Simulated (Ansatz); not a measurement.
**BPH₂ (quintet): correlated methods under varied settings**

Aim: run BPH₂ (quintet) at one geometry under a spread of methods and options, and see what each costs and gives.

The runs use Ansatz 0.2.0, Gaussian basis; the settings change from run to run.

28 further runs of the same task are left out: 3 for a known fault of the program, 13 that didn't finish, 12 set aside as unsound or not needed.

### 1 What is computed

The geometry is a PBE0/def2-TZVP stationary point (not a proven minimum) of the parent state, kept for this charge and spin.

4 atoms, charge 0, spin multiplicity 5.

Atoms are counted from 1 here; the program's logs count them from 0.

Bond lengths: B1–P2 1.888 Å, B1–H3 1.197 Å, B1–H4 1.197 Å. Angles: P2–B1–H3 120.5°, P2–B1–H4 120.5°, H3–B1–H4 119.0°.

Coordinates:

```xyz
4

B     0.00000    0.00000    1.30699
P     0.00000    0.00000   -0.58078
H     0.00000    1.03180    1.91437
H     0.00000   -1.03180    1.91437
```

### 2 CASSCF(4,6)/def2-SVP

in.yaml reads:

```yaml
crystal:
  periodic: [false, false, false]
  atoms:
    - {symbol: B, position_ang: [0.000000, 0.000000, 1.306995]}
    - {symbol: P, position_ang: [0.000000, 0.000000, -0.580784]}
    - {symbol: H, position_ang: [0.000000, 1.031797, 1.914372]}
    - {symbol: H, position_ang: [0.000000, -1.031797, 1.914372]}
basis:
  gaussian: {orbitals: def2-SVP}
magnetization: {spin_polarized: false, initial_magnetization: 4}
correlation: {active_space: {window: {electrons: 4, orbitals: 6}, states: [{multiplicity: 5, weights: [1, 1, 0.5]}]}}
```

On the command line:

```sh
$ ansatz run in.yaml --threads 1 --pin off --events-out ev --progress --plain --max-ram 2393MiB
```

Standard output:

```text
Functional definition: HF
  name "HF"
  cite "Fock, Z. Phys. 61, 126 (1930) doi:10.1007/BF01340294"
  parent pbe
  exchange = exact_x
  correlation = 0
712 factors; integrals over basis functions are off by at most 1.6e-7 eV
mean field evaluation 1: about -9965.0457 eV, gradient 1.3e1 eV
mean field evaluation 2: about -9965.0769 eV, gradient 1.3e1 eV
mean field evaluation 4: about -9966.4112 eV, gradient 2.1e0 eV
mean field evaluation 8: about -9966.4549 eV, gradient 3.3e-1 eV
mean field evaluation 16: about -9966.4588 eV, gradient 1.8e-6 eV
mean field -9966.45878023 eV, -366.2606046650 hartree, gradient 1.8e-6 eV, S^2 6.000000; 0 other end points of the search recorded, 0 dependent functions left out
reference -9966.45878023 eV, -366.2606046650 hartree; 13, 9 occupied and 29, 33 virtual orbitals, 712 factors
state -9966.38807478 eV, -366.2580062878 hartree
state -9962.14442953 eV, -366.1020552011 hartree
state -9959.74631721 eV, -366.0139261988 hartree
Total energy: -9963.36226516 eV, -366.1468098353 hartree
```

Run time: 9 s. Hardware: 1 thread of Intel Xeon at 2.50GHz, shared host.

From the report: 15 determinants; active occupations (of the averaged states) 1.00, 1.00, 1.00, 0.40, 0.40, 0.20.

### 3 CCSD(T) on ROHF/def2-SVP

in.yaml, as its differences from that of step 2:

```diff
@@ -10,2 +10,4 @@
 magnetization: {spin_polarized: false, initial_magnetization: 4}
-correlation: {active_space: {window: {electrons: 4, orbitals: 6}, states: [{multiplicity: 5, weights: [1, 1, 0.5]}]}}
+correlation: {method: ccsd_t, electrons: outside_noble_gas}
+scf: {lower_state_search: light}
+output: {forces: true}
```

Same command.

Standard output, cut to the lines that bear on the results:

```text
Functional definition: HF
  name "HF"
  cite "Fock, Z. Phys. 61, 126 (1930) doi:10.1007/BF01340294"
  parent pbe
[...]
408 factors; integrals over basis functions are off by at most 1.4e-3 eV
[...]
mean field -9966.45873696 eV, -366.2606030748 hartree, gradient 1.8e-6 eV, S^2 6.000000; 1 other end points of the search recorded, 0 dependent functions left out
determinant -9966.45873696 eV, -366.2606030748 hartree, with singles and doubles -9971.59126846 eV, -366.4492201287 hartree
determinant -9964.02531664 eV, -366.1711765276 hartree, with singles and doubles -9969.33139105 eV, -366.3661711655 hartree
6 core orbitals not correlated: weight in the atoms' cores, before any rotation towards them, 1.000 or more for the frozen orbitals, at most 0.000 for the correlated occupied ones
reference -9966.45873696 eV, -366.2606030748 hartree; 7, 3 occupied and 29, 33 virtual orbitals, 408 factors
second order -4.16308932 eV of doubles, -0.05048579 eV of singles
cycle   1  -5.13251259 eV  change    1.9e-5 eV  update   6.1e-4
[...]
cycle   8  -5.13241211 eV  change    5.8e-7 eV  update   6.5e-7
perturbative correction -0.13464257 eV, -0.0049480232 hartree
[...]
Total energy: -9971.72579163 eV, -366.4541637640 hartree
Atom 0 at     0.000000     0.000000     1.306995 Å, force     0.000000     0.000000     4.038617 eV/Å
Atom 1 at     0.000000     0.000000    -0.580784 Å, force     0.000000     0.000000    -2.695925 eV/Å
Atom 2 at     0.000000     1.031797     1.914372 Å, force     0.000000     0.720734    -0.671346 eV/Å
Atom 3 at     0.000000    -1.031797     1.914372 Å, force    -0.000000    -0.720734    -0.671346 eV/Å
Dipole moment:    -0.000000    -0.000000    -0.683491 e Å
```

Wall time 16 s (1 thread of Intel Xeon at 2.50GHz, shared host).

From the report: correlation -5.2671 eV; T1 0.022; largest double amplitude 0.04.

### 4 CCSDT/cc-pVDZ

in.yaml reads:

```yaml
crystal:
  periodic: [false, false, false]
  atoms:
    - {symbol: B, position_ang: [0.000000, 0.000000, 1.306995]}
    - {symbol: P, position_ang: [0.000000, 0.000000, -0.580784]}
    - {symbol: H, position_ang: [0.000000, 1.031797, 1.914372]}
    - {symbol: H, position_ang: [0.000000, -1.031797, 1.914372]}
basis:
  gaussian: {orbitals: cc-pVDZ}
magnetization: {spin_polarized: true, initial_magnetization: 4}
hamiltonian: {xc: {name: B3LYP}}
correlation: {method: ccsdt, electrons: outside_noble_gas}
accuracy: high
```

The command is unchanged.

Standard output, cut to the lines that bear on the results:

```text
Functional definition: B3LYP
  name "B3LYP"
  cite "Stephens, Devlin, Chabalowski & Frisch, J. Phys. Chem. 98, 11623 (1994) doi:10.1021/j100096a001"
  cite "Becke, Phys. Rev. A 38, 3098 (1988) doi:10.1103/PhysRevA.38.3098"
  cite "Lee, Yang & Parr, Phys. Rev. B 37, 785 (1988) doi:10.1103/PhysRevB.37.785"
  cite "Vosko, Wilk & Nusair, Can. J. Phys. 58, 1200 (1980) doi:10.1139/p80-159"
[...]
893 factors; integrals over basis functions are off by at most 3.4e-9 eV
[...]
mean field -9991.46824895 eV, -367.1796856886 hartree, gradient 3.0e-8 eV, S^2 6.002850; 1 other end points of the search recorded, 0 dependent functions left out
6 core orbitals not correlated: weight in the atoms' cores, before any rotation towards them, 1.000 or more for the frozen orbitals, at most 0.000 for the correlated occupied ones
reference -9969.76099067 eV, -366.3819586604 hartree; 7, 3 occupied and 29, 33 virtual orbitals, 893 factors
second order -4.41148556 eV of doubles, -0.18269535 eV of singles
cycle   1  -5.18173330 eV  change   -5.9e-1 eV  update   7.0e-2
[...]
cycle  24  -5.58178106 eV  change   1.7e-10 eV  update  6.3e-10
Total energy: -9975.34277173 eV, -366.5870853311 hartree
```

Run time: 44 s. Hardware: 1 thread of Intel Xeon at 2.50GHz, shared host.

From the report: ⟨S²⟩ of the determinant 6.003 (pure quintet: 6.00); correlation -5.5818 eV; T1 0.023; largest double amplitude 0.05. The orbitals are Kohn-Sham ones, so correlation energy and T1 don't compare with those on Hartree-Fock orbitals.

### 5 The runs in one table

Where basis and cores are those of an earlier UCCSDT(Q)/cc-pVDZ run (-9975.4143 eV), and the state is the same kind, the miss against it is given.

```tsv
level	correlated	functions	energy (eV)	from UCCSDT(Q) (meV)	time
CASSCF(4,6)/def2-SVP (mean of several states)		42	-9963.3623		9 s
CCSD(T) on ROHF/def2-SVP	outside noble gas	42	-9971.7258		16 s
CCSDT/cc-pVDZ (on B3LYP orbitals)	outside noble gas	42	-9975.3428	71.5	44 s
```

### 6 Outcome

```
quantity                                               value
    runs                                                   3
quickest  CASSCF(4,6)/def2-SVP (mean of several states), 9 s
 slowest             CCSDT/cc-pVDZ (on B3LYP orbitals), 44 s
```

What this shows: Total energies in different bases, with other cores or another treatment of relativity can't be set against each other. CCSDT/cc-pVDZ (on B3LYP orbitals) took 5 times as long as CASSCF(4,6)/def2-SVP (mean of several states); the jobs differ in more than the method. Cores frozen from Kohn-Sham orbitals shift the total energy.
